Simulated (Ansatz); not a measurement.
hcp Tc, treated with BLYP (PAW; Ansatz, a program for electronic structure).

Settings: plane-wave cutoff 520 eV, 24×24×12 k mesh (along the axes of the cell as run), Fermi–Dirac smearing 0.05 eV, no spin polarisation, scalar-relativistic PAW data made under PBE.

Equation-of-state points:

```
V (Å³/atom)  E − E_lowest (meV/atom)  P (GPa)
-----------  -----------------------  -------
14.461                         21.47    11.86
14.762                          5.16     5.60
15.064                          0.00     0.00
15.365                          4.79    -5.00
15.666                         18.48    -9.47
```

Question: Estimate the bulk modulus and its pressure derivative from these points.

Answer: V0 = 15.064 Å³/atom, B0 = 264 GPa, B′ = 4.6 (fit to the energies at full precision).

Shape and atoms are relaxed at each volume.

Measured, for comparison: bulk modulus 303 GPa (zero-point energy and finite temperature contributions removed; as tabulated in doi:10.1021/acs.jctc.3c00612). Computed (rounded) less measured: bulk modulus -13 %.

Note: the bulk modulus comes from volumes at which shape and atoms were relaxed.

Computed values are for the static lattice.
